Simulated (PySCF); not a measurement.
## C2: one state, many levels of theory

State: ³Πu (triplet), unpaired electrons σ ↑, π ↑. Set-up: PySCF, no relativity, basis sets C def2-TZVPPD. De refers to C + C in their high-spin ground configurations, without counterpoise correction. The functionals are run spin-unrestricted.

```json
{"Level": "UHF", "Re (Å)": "1.286", "ωe (cm⁻¹)": "1795", "De (eV)": "3.11", "CPU s a point (SCF and correlation, without the integrals)": "0.73"}
{"Level": "UHF-MP2", "Re (Å)": "1.316", "ωe (cm⁻¹)": "1659", "De (eV)": "6.28", "CPU s a point (SCF and correlation, without the integrals)": "1.2"}
{"Level": "UHF-SCS-MP2", "Re (Å)": "1.313", "ωe (cm⁻¹)": "1682", "De (eV)": "6.05", "CPU s a point (SCF and correlation, without the integrals)": "n/a"}
{"Level": "UHF-CCSD", "Re (Å)": "1.311", "ωe (cm⁻¹)": "1676", "De (eV)": "5.61", "CPU s a point (SCF and correlation, without the integrals)": "n/a"}
{"Level": "UHF-CCSD(T)", "Re (Å)": "1.319", "ωe (cm⁻¹)": "1633", "De (eV)": "5.98", "CPU s a point (SCF and correlation, without the integrals)": "17"}
{"Level": "PBE", "Re (Å)": "1.313", "ωe (cm⁻¹)": "1648", "De (eV)": "6.91", "CPU s a point (SCF and correlation, without the integrals)": "0.86"}
{"Level": "PBEsol", "Re (Å)": "1.312", "ωe (cm⁻¹)": "1658", "De (eV)": "7.20", "CPU s a point (SCF and correlation, without the integrals)": "0.58"}
{"Level": "BLYP", "Re (Å)": "1.313", "ωe (cm⁻¹)": "1634", "De (eV)": "6.54", "CPU s a point (SCF and correlation, without the integrals)": "0.68"}
{"Level": "r²SCAN", "Re (Å)": "1.305", "ωe (cm⁻¹)": "1690", "De (eV)": "6.31", "CPU s a point (SCF and correlation, without the integrals)": "1.3"}
{"Level": "M06-L", "Re (Å)": "1.303", "ωe (cm⁻¹)": "1690", "De (eV)": "6.55", "CPU s a point (SCF and correlation, without the integrals)": "1.3"}
{"Level": "TPSSh", "Re (Å)": "1.307", "ωe (cm⁻¹)": "1672", "De (eV)": "6.20", "CPU s a point (SCF and correlation, without the integrals)": "1.7"}
{"Level": "PBE0", "Re (Å)": "1.301", "ωe (cm⁻¹)": "1711", "De (eV)": "6.30", "CPU s a point (SCF and correlation, without the integrals)": "1.9"}
{"Level": "M06", "Re (Å)": "1.300", "ωe (cm⁻¹)": "1686", "De (eV)": "6.24", "CPU s a point (SCF and correlation, without the integrals)": "1.6"}
{"Level": "CAM-B3LYP", "Re (Å)": "1.295", "ωe (cm⁻¹)": "1732", "De (eV)": "6.01", "CPU s a point (SCF and correlation, without the integrals)": "2.4"}
```

Which functional lies closest to UHF-CCSD(T) in De, which farthest, and by how much do they differ from it?

Closest is CAM-B3LYP (-2.4 pm in Re, +6.1 % in ωe, +0.03 eV in De against UHF-CCSD(T) in the same basis), farthest PBEsol (-0.7 pm in Re, +1.5 % in ωe, +1.22 eV in De). CCSD(T) converges more slowly with the basis than the functionals do and binds too weakly in this one, so the order can change at the basis-set limit.

What does a quarter of exact exchange do here, going from PBE to PBE0?

PBE0 less PBE: -1.2 pm in Re, +3.8 % in ωe, -0.61 eV in De. Exact exchange removes part of the self-interaction that spreads semilocal densities, and in most molecules shortens and stiffens the bond and lowers De; so it does here.

What does second-order correlation do here, going from UHF to UHF-MP2?

UHF-MP2 less UHF: +3.0 pm in Re, -7.6 % in ωe, +3.17 eV in De. Correlation nearly always deepens the well. The bond lengthens, as in strong covalent bonds, where excitations into antibonding orbitals dominate.

Correlated steps freeze 2 core orbitals. The state is the lowest determinant that a PBE0 search found; another state may lie lower at other levels.

The whole job (state search and all levels along the bond) took about 6.1 min on 1 thread of AMD EPYC 7R43 64-Core (shared host), peak memory 1.9 GiB.
